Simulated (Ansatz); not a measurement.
```yaml
crystal:
  periodic: [false, false, false]
  atoms:
    - {symbol: O, position_ang: [-0.713016, -0.233713, 1.549277]}
    - {symbol: C, position_ang: [-0.071907, -0.763207, 0.410699]}
    - {symbol: C, position_ang: [0.129071, 0.217050, -0.654012]}
    - {symbol: C, position_ang: [0.305528, 1.041673, -1.500868]}
    - {symbol: F, position_ang: [0.486774, 1.915354, -2.408840]}
    - {symbol: H, position_ang: [-0.227744, 0.547026, 1.829403]}
    - {symbol: H, position_ang: [0.897030, -1.211207, 0.669324]}
    - {symbol: H, position_ang: [-0.713536, -1.570175, 0.049317]}
basis:
  gaussian: {orbitals: "6-31G*", fitting: {mean_field: cc-pVTZ-jkfit}, nuclear_model: gaussian}
total_charge: 3
magnetization: {spin_polarized: true, initial_magnetization: 1}
hamiltonian: {xc: {name: r2SCANh}, dispersion: d4}
output: {forces: true}
```

```sh
$ ansatz run in.yaml --threads 2 --pin off --events-out ev --progress --plain --max-ram 4352MiB
```

Shortened log:

```
Functional definition: r2SCANh
485 factors; integrals over basis functions are off by at most 1.7e-1 eV
mean field evaluation 1: about -7839.6645 eV, gradient 8.0e1 eV
mean field evaluation 2: about -7645.0438 eV, gradient 1.9e2 eV
mean field evaluation 4: about -7807.8306 eV, gradient 9.1e1 eV
mean field evaluation 8: about -7863.2146 eV, gradient 5.4e0 eV
mean field evaluation 16: about -7864.0244 eV, gradient 1.4e-1 eV
mean field evaluation 32: about -7864.0418 eV, gradient 1.7e-5 eV
mean field -7864.15707289 eV, -289.0024419115 hartree, gradient 4.9e-6 eV, S^2 1.691796; 4 other end points of the search recorded, 0 dependent functions left out
reference -7864.15707744 eV, -289.0024420789 hartree; 18, 17 occupied and 63, 64 virtual orbitals, 485 factors
Total energy: -7864.17586204 eV, -289.0031324001 hartree
Atom 0 at    -0.713016    -0.233713     1.549277 Å, force    -0.113862    -1.960629    -0.264628 eV/Å
Atom 1 at    -0.071907    -0.763207     0.410699 Å, force    -1.409983     2.047383    -1.168198 eV/Å
Atom 2 at     0.129071     0.217050    -0.654012 Å, force    -1.463606    -7.787223     8.082629 eV/Å
Atom 3 at     0.305528     1.041673    -1.500868 Å, force     2.558041    11.842723   -12.618368 eV/Å
Atom 4 at     0.486774     1.915354    -2.408840 Å, force    -0.838668    -4.000449     4.099247 eV/Å
Atom 5 at    -0.227744     0.547026     1.829403 Å, force     0.505782     2.539732     1.803615 eV/Å
Atom 6 at     0.897030    -1.211207     0.669324 Å, force     1.403726    -1.132893     0.755912 eV/Å
Atom 7 at    -0.713536    -1.570175     0.049317 Å, force    -0.641430    -1.548644    -0.690210 eV/Å
Dipole moment:     0.215010    -0.472933     0.544056 e Å
```

Question: What is wrong with this run?

Answer: The charge is far from anything that the molecule holds. The calculation finished and met its thresholds. The result belongs to that input, not to the molecule as meant.
